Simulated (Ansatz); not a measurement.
# How far a parabola holds: energy against volume of fcc Cu

System: fcc Cu. Method: r²SCAN (plane waves, PAW; Ansatz, a first-principles code). Numerical settings: plane-wave cutoff 560 eV, 26×26×26 k mesh, Fermi–Dirac smearing 0.05 eV, no spin polarisation, scalar-relativistic PAW data made under PBE. The cell has no free parameter but its volume, all volumes share cutoff and mesh, and the runs aren't spin-polarised. Energies are free energies at the run's smearing, counted from the lowest row; static lattice.

```
V (Å³/atom)  E (meV/atom)
-----------  ------------
10.754                  ?
10.983              10.03
11.212               2.39
11.440               0.00
11.669               2.25
11.898               8.62
```

Question: Using a parabola, estimate the missing E at V = 10.754 from the other rows, showing the fit.

Answer: With u = V - 11.44, the rows have u = -0.45700, -0.22800, 0.00000, 0.22900, 0.45800. Least squares gives E = -0.004 - 1.339·u + 44.571·u². Residuals (row less fit): 0.113, -0.228, 0.004, 0.223, -0.112; standard error 0.252 (degrees of freedom: 2). The fitted curve has its minimum at V = 11.5, where E = -0.01. Its curvature is d²E/dV² = 2 × 44.571 meV/Å⁶, so B = V0·d²E/dV² × 0.1602 = 164 GPa. At the withheld row, u = -0.68600, so E = -0.004 - 1.339 × (-0.68600) + 44.571 × (-0.68600)² = 21.889 meV/atom. The calculation gives 23.58 meV/atom, 1.691 meV/atom above the prediction (7.2 % of the range of E in the table). The row lies outside the fitted rows, so this is an extrapolation. From the scatter of the fitted rows alone, a prediction at this place has a standard error of 0.598 meV/atom, so the miss is 2.8 times that.

The residuals are curvature that a parabola lacks, not noise. A solid that stiffens under compression and softens on expansion lies above the parabola at the compressed end and under it at the expanded end, as this row does. A third-order Birch-Murnaghan fit to the whole scan has B0 = 162 GPa. Only scans are tabulated whose curvature falls smoothly with volume, and where the parabola meets the shown rows within 5 % of their range and misses the end by 0.1 meV or more.

Measured, for comparison: bulk modulus 144 GPa (0 K value with the zero-point phonon effect removed, sources range from 140 to 145; as tabulated in Mejia-Rodriguez and Trickey (2018), arXiv:1807.09216). Computed less measured: bulk modulus +12 % (+12 % to +16 % over the range).
